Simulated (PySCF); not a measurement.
A GIAO shielding run with PySCF 2.14 (density fitting, non-relativistic, gas phase) on `COc1ccccc1`, C$_{7}$H$_{8}$O:

```
{"job": {"kind": "nmr", "xc": "PBE0", "basis": "pcSseg-1"}, "charge": 0, "multiplicity": 1}
C     -2.678492     0.143652    -0.211827
O     -1.599109    -0.563700    -0.770061
C     -0.339431    -0.285379    -0.328233
C      0.687188    -1.023631    -0.919261
C      1.997948    -0.819172    -0.543556
C      2.309965     0.124244     0.423673
C      1.294946     0.855890     1.009686
C     -0.026774     0.657904     0.643570
H     -3.570107    -0.240194    -0.705637
H     -2.759809    -0.030368     0.866376
H     -2.596483     1.219344    -0.400483
H      0.425908    -1.751910    -1.670964
H      2.781936    -1.399227    -1.007395
H      3.336319     0.285484     0.716525
H      1.525587     1.593415     1.764529
H     -0.797192     1.242590     1.121648
```

Hardware: 1 thread of an x86-64 server CPU, shared host. The job also computes population analyses, field gradients, ring-centre shieldings.

(1) How large is the calculation?

(2) How long does it take?

Answers

(1) 58 electrons, 176 basis functions and 906 auxiliary functions.

(2) 44 s of wall time, with 14 SCF cycles and 4 response iterations. Times on a shared host scatter by some tens of per cent.
